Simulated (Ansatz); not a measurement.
A relaxed structure of Nb. These are r2SCAN (plane waves to 500 eV, PAW, scalar-relativistic; Ansatz, an electronic-structure program) values and carry that method's errors.

```cif
data_Nb
_chemical_formula_sum 'Nb1'
_space_group_name_H-M_alt 'P 1'
_space_group_IT_number 1
_cell_length_a 2.86044
_cell_length_b 2.86044
_cell_length_c 2.86044
_cell_angle_alpha 109.471
_cell_angle_beta 109.471
_cell_angle_gamma 109.471
loop_
_space_group_symop_operation_xyz
  'x, y, z'
loop_
_atom_site_label
_atom_site_type_symbol
_atom_site_fract_x
_atom_site_fract_y
_atom_site_fract_z
_atom_site_occupancy
Nb1 Nb 0.00000 0.00000 0.00000 1
```

Problem. Determine the symmetry and give the standard cell with its independent sites.

Solution. Space group Im-3m (No. 229); a = 3.303 Å, b = 3.303 Å, c = 3.303 Å, α = 90.00°, β = 90.00°, γ = 90.00°

```
atom  site  symmetry       x       y       z
----  ----  --------  ------  ------  ------
Nb      2a      m-3m  0.0000  0.0000  0.0000
```

This is the bcc (W type).

Problem. Give the shortest distances between elements (the closest pairs, up to four, under 3.6 Å).

Solution. Nb–Nb 2.86 Å.

```yaml
volume_per_atom: 18.02 Å³
band_gap: no gap (metallic)
```

No spin polarisation in the result.

Measured for Nb: a 3.294 Å (static lattice; corrected from measurement; as listed in Daniel Mejia-Rodriguez, S. B. Trickey, Phys. Rev. B (2018)). Computed minus measured — a: r2SCAN +0.3 %. The computed values are for a static lattice.

The run could not lose the symmetry of its start.
